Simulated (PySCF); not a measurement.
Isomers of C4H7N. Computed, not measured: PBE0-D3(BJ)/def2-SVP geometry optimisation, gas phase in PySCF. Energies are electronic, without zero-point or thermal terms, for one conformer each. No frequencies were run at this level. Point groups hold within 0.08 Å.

Task: Order them by energy at this level, lowest first, and give relative energies in kcal/mol.
A. `[NH2:1][C@@H:2]1[CH:3]=[CH:4][CH2:5]1` with H–N1–C2–C3 55° and 174°
B. `[CH:1]#[C:2][CH2:3][NH:4][CH3:5]` with C2–C3–N4–C5 -177°
C. `[CH2:1]=[C:2]1[CH2:3][C@@H:4]1[NH2:5]` with C3–C4–N5–H -148° and 93°
D. `[CH:1]#[C:2][C@@H:3]([CH3:4])[NH2:5]` with C2–C3–N5–H 56° and 173°
E. `[CH2:1]=[N:2][CH:3]1[CH2:4][CH2:5]1` with C1–N2–C3–C4 -146°

Result: E (0.0), A (2.8), C (11.0), D (16.5), B (23.1).

As drawn, the lowest has a three-membered ring and a C=N bond, which the highest lacks; the highest has a C≡C bond and an N–H bond, which the lowest lacks.

```json
{"SMILES": "C=NC1CC1", "E (Eh)": "-210.93162", "E rel (kcal/mol)": "0.0", "dipole (D)": "1.29", "point group": "Cs", "A, B, C (MHz)": "15935, 3364, 3197"}
{"SMILES": "N[C@@H]1C=CC1", "E (Eh)": "-210.92710", "E rel (kcal/mol)": "2.8", "dipole (D)": "1.22", "point group": "–", "A, B, C (MHz)": "10679, 4763, 3765"}
{"SMILES": "C=C1C[C@@H]1N", "E (Eh)": "-210.91412", "E rel (kcal/mol)": "11.0", "dipole (D)": "1.43", "point group": "C1", "A, B, C (MHz)": "9640, 4182, 3249"}
{"SMILES": "C#C[C@@H](C)N", "E (Eh)": "-210.90538", "E rel (kcal/mol)": "16.5", "dipole (D)": "1.53", "point group": "C1", "A, B, C (MHz)": "8557, 3857, 2871"}
{"SMILES": "C#CCNC", "E (Eh)": "-210.89476", "E rel (kcal/mol)": "23.1", "dipole (D)": "1.15", "point group": "–", "A, B, C (MHz)": "26937, 2339, 2221"}
```

Task: How do the relative energies change in single points at PBE0/pcSseg-1 (no added dispersion term) on the same geometries?

Result: 
```tsv
SMILES	PBE0-D3(BJ)/def2-SVP (kcal/mol)	PBE0/pcSseg-1 (kcal/mol)	shift
C=NC1CC1	0.0	0.0	0.0
N[C@@H]1C=CC1	2.8	3.2	+0.4
C=C1C[C@@H]1N	11.0	11.3	+0.3
C#C[C@@H](C)N	16.5	14.0	-2.5
C#CCNC	23.1	21.1	-2.0
```

Each column counts from its own lowest isomer. The order is unchanged; the largest shift is 2.5 kcal/mol.

Task: As an exercise, what shares would exp(−E/RT) give at 298.15 K from these electronic energies alone (no entropy, no degeneracies)?

Result: RT = 0.592 kcal/mol: C=NC1CC1 99.2 %, N[C@@H]1C=CC1 0.8 %, C=C1C[C@@H]1N under 0.1 %, C#C[C@@H](C)N under 0.1 %, C#CCNC under 0.1 %.
